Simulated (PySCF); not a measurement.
**Highest orbital energy against ionisation energy along group 15**

Calculated with PySCF 2.14, no spin-orbit coupling. Each cell gives −ε(HOMO) / ΔSCF in eV; NIST values include spin-orbit coupling, (s) semi-empirical, (t) theoretical.

| species | UHF | LDA | PBE | PBE0 | r2SCAN | NIST (lowest levels) |
| --- | --- | --- | --- | --- | --- | --- |
| N (x2c-TZVPPall, spin-free X2C) | 15.519 / 13.891 | 8.344 / 14.988 | 8.224 / 14.710 | 10.167 / 14.688 | 8.851 / 14.793 | 14.534 |
| P (x2c-TZVPPall, spin-free X2C) | 10.630 / 9.897 | 6.216 / 10.558 | 6.206 / 10.465 | 7.474 / 10.513 | 6.650 / 10.616 | 10.487 |
| As (x2c-TZVPPall, spin-free X2C) | 10.038 / 9.436 | 5.955 / 10.044 | 5.903 / 9.898 | 7.098 / 9.961 | 6.334 / 10.113 | 9.789 |
| Sb (x2c-TZVPPall, spin-free X2C) | 9.033 / 8.577 | 5.401 / 9.114 | 5.333 / 8.936 | 6.431 / 9.028 | 5.756 / 9.171 | 8.608 |
| Bi (x2c-TZVPPall, spin-free X2C) | 8.691 / 8.248 | 5.247 / 8.784 | 5.139 / 8.586 | 6.181 / 8.669 | 5.549 / 8.800 | 7.286 |

Question: How far is −ε(HOMO) from ΔSCF on average for each method, and why?

Answer: UHF 0.77 eV; LDA -4.46 eV; PBE -4.36 eV; PBE0 -3.10 eV; r2SCAN -4.07 eV. Hartree-Fock orbital energies lack relaxation and so exceed the ΔSCF value; semilocal functionals have convex E(N) from self-interaction, so their HOMO lies far too high; exact exchange moves hybrids part of the way back.
